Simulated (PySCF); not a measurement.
A structure optimised at PBE-D3(BJ)/def2-TZVP, used in a PySCF frequency run:

```xyz
8

Si     0.0000     0.0000    -1.1727
Si     0.0000     0.0000     1.1727
H     -1.2153    -0.7017    -1.6926
H      1.2153    -0.7017    -1.6926
H      0.0000     1.4033    -1.6926
H     -1.2153     0.7017     1.6926
H      1.2153     0.7017     1.6926
H      0.0000    -1.4033     1.6926
```

Write its SMILES, formula and point group.

[SiH3][SiH3], H6Si2, D3d

What are its rotational constants (standard atomic weights)?

42.431, 5.0273, 5.0273 GHz
